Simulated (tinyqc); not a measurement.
Inside a calculation. Method: Hueckel theory of the pi electrons, for the molecule O=Cc1[cH+]c1F (SMILES; centres numbered as the heavy atoms are written). Computed by tinyqc, a small Python program that keeps every step. Settings: charge = 1. Command: `OMP_NUM_THREADS=1 python tinyqc.py 20244 20245 out.jsonl` (the two numbers bound the seeds that draw the settings). One thread of a shared host (Intel(R) Xeon(R) Processor @ 2.60GHz), about 0.01 s of CPU time with the checks.

## The Hueckel matrix

Centres:
```
centre  z_r, pi electrons of the neutral centre         h
1O                                            1  1.000000
2C                                            1  0.000000
3C                                            1  0.000000
4C                                            1  0.000000
5C                                            1  0.000000
6F                                            2  3.000000
```

Bonds:
```
i  j         k
1  2  1.000000
2  3         1
3  4         1
4  5         1
5  6  0.700000
5  3         1
```

H_rr = alpha + h_r beta, H_rs = k_rs beta for bonded centres.

Hueckel matrix in units of beta (H = alpha + beta A):
```
          1O        2C        3C        4C        5C        6F
1O  1.000000  1.000000  0.000000  0.000000  0.000000  0.000000
2C  1.000000  0.000000  1.000000  0.000000  0.000000  0.000000
3C  0.000000  1.000000  0.000000  1.000000  1.000000  0.000000
4C  0.000000  0.000000  1.000000  0.000000  1.000000  0.000000
5C  0.000000  0.000000  1.000000  1.000000  0.000000  0.700000
6F  0.000000  0.000000  0.000000  0.000000  0.700000  3.000000
```

## Orbitals

pi electrons, sum of z_r less the charge = 6

Diagonalise; E = alpha + x beta with beta < 0, so the largest x are filled first; degenerate levels share their electrons. P = sum n_i c_ri c_si; each orbital has its largest coefficient positive (the first on a tie).

x values: 3.219300  2.163629  1.481425  -0.198647  -1.061063  -1.604644

occupations: 2.000000  2.000000  2.000000  0.000000  0.000000  0.000000

coefficients:
```
         MO1        MO2        MO3        MO4        MO5        MO6
1O  0.024461   0.363215   0.752770  -0.502926   0.021254   0.217781
2C  0.054287   0.422647   0.362402   0.602831  -0.043805  -0.567242
3C  0.150304   0.551237  -0.215898   0.383176   0.025227   0.692441
4C  0.137438   0.417642  -0.361944  -0.369090  -0.692160  -0.245701
5C  0.292150   0.352384  -0.320295  -0.309857   0.709199  -0.298179
6F  0.932536  -0.294928   0.147643   0.067810  -0.122244   0.045329
```

charge and bond-order matrix P:
```
           1O         2C         3C         4C         5C         6F
1O   1.398370   0.855289   0.082745  -0.234810  -0.211941   0.053659
2C   0.855289   0.625826   0.325793   0.105614   0.097437  -0.041040
3C   0.082745   0.325793   0.746132   0.658041   0.614620  -0.108574
4C  -0.234810   0.105614   0.658041   0.648635   0.606503  -0.096894
5C  -0.211941   0.097437   0.614620   0.606503   0.624230   0.242445
6F   0.053659  -0.041040  -0.108574  -0.096894   0.242445   1.956807
```

## Energy, charges, bond orders

E = sum n x; q_r = z_r - P_rr; bond order p = P_rs; free valence = sqrt(3) - sum of p over the bonds of the atom.

pi energy = 6 alpha + this times beta = 13.728708

pi charges: 1O -0.398370, 2C 0.374174, 3C 0.253868, 4C 0.351365, 5C 0.375770, 6F 0.043193

Bond orders and lengths from R = 1.517 - 0.180 p (angstrom, C-C alone):
```
bond         p         R
1-2   0.855289         -
2-3   0.325793  1.458357
3-4   0.658041  1.398553
4-5   0.606503  1.407829
5-6   0.242445         -
5-3   0.614620  1.406368
```

free valence of the carbons: 2C 0.550968, 3C 0.133597, 4C 0.467507, 5C 0.268482

gap between the highest filled and the next level = 1.680072 |beta|
